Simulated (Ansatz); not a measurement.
A calculation with Ansatz (development build ahead of 0.2.0).

```yaml
crystal:
  periodic: [false, false, false]
  atoms:
    - { symbol: "N", position_ang: [0.0, 0.0001, -0.66512] }
    - { symbol: "N", position_ang: [0.0, -0.0001, 0.66512] }
    - { symbol: H, position_ang: [0.0, 1.07539, -0.98726] }
    - { symbol: H, position_ang: [0.0, -1.07539, 0.98726] }
basis:
  gaussian: { orbitals: cc-pVTZ }
hamiltonian:
  xc: hf
correlation:
  method: mp2
  frozen_orbitals: { H: 0, "N": 1 }
```

The input is written out in the form of the current development build from the run's settings.

The run gave:

```
Converged                       : yes
Reference energy                : -110.00419 hartree
Correlation energy              : -0.42573 hartree
Total energy                    : -110.42992 hartree
Spin squared of the determinant : 0.000
```

Caution: in another basis set an unrestricted determinant lies well below.
